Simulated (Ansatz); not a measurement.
Geometry optimisation, RKS PBE0-D4/def2-SVPD in Ansatz.

The input (input.yaml):

```yaml
crystal:
  periodic: [false, false, false]
  atoms:
    - { symbol: B, position_ang: [0.0, 0.0, 0.0] }
    - { symbol: H, position_ang: [0.5157, 0.0, 1.2908] }
    - { symbol: Cl, position_ang: [2.0511, 0.0, 0.1912] }
    - { symbol: F, position_ang: [-1.1431, 0.0, -0.66] }
basis:
  gaussian: { orbitals: def2-SVPD }
hamiltonian:
  xc: pbe0
  dispersion: d4
relax:
  f_tol: 0.15
  max_steps: 25
  restrain:
    - { distance: [1, 2], at: 1.37, k: 30.0 }
    - { distance: [0, 1], at: 2.39, k: 30.0 }
    - { distance: [0, 2], at: 3.06, k: 30.0 }
output:
  orbitals: {}
```

Command:

```bash
$ ansatz run input.yaml --threads 1 --pin off --max-ram 2048MiB --backend cpu --events-out ev --progress --plain --runs-dir out
```

Where does it end, and by what steps?

The run converged. The restraints hold the end off the free minimum. After 10 steps the energy has risen by 0.016 eV (the restraints' own energy left out); B1 moved furthest, 0.88 Å. Parted: B1–Cl3 (2.06 → 3.07 Å). Joined: H2–Cl3 (1.89 → 1.33 Å).

```
step  energy less start (eV)  largest force component (eV/Å)  accepted
   0                  0.0000                           5.057       yes
   1                  1.9487                           7.111       yes
   2                  2.7026                          11.263       yes
   3                  1.2113                           6.120       yes
   4                  0.2198                           2.366       yes
   5                  0.0724                           1.112       yes
   6                  0.0669                           0.815       yes
   7                  0.0534                           0.802       yes
   8                  0.0457                           0.790       yes
   9                  0.0421                           1.305       yes
  10                  0.0165                           0.772       yes
```

```xyz
4
Properties=species:S:1:pos:R:3
B -0.869 0.000 0.133
H 1.188 0.000 1.347
Cl 2.183 0.000 0.458
F -1.078 0.000 -1.116
```

Time of the run: 20 s on 1 thread of Arm Neoverse V2, on a shared host, peak memory 0.13 GiB.
